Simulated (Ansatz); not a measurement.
**doublet O₂(-): levels of theory in one basis**

```xyz
2

O     0.0000    0.0000   -0.7134
O     0.0000    0.0000    0.7134
```

Basis set: def2-SVP (spherical functions). Left uncorrelated: 2 orbitals. Correlation on ROHF uses semicanonical orbitals with singles. Charge -1, multiplicity 2.

Computed with Ansatz (development build ahead of 0.2.0); each method stands on the lowest determinant of its kind that the runs found.

| method | E − E(ROHF) (eV) | <S²> of the determinant |
| --- | --- | --- |
| ROHF | 0.00 | – |
| UHF | -0.20 | 0.77 |
| ROHF-MP2 | -9.66 | – |
| ROHF-CCSD(T) | -10.57 | – |
| UHF-CCSD(T) | -10.57 | 0.77 |

Task: What does UHF-MP2 give on the same scale?

Result: -9.72 eV.

Task: Is a single determinant a sound starting point here?

Result: Only with care. Unrestricted orbitals gain 0.20 eV and <S²> is 0.77 against 0.75 for a pure state, but several determinants compete.

Caution: no diffuse functions for an anion. Caution for ROHF, ROHF-MP2, ROHF-CCSD(T): the determinant may break the point group.
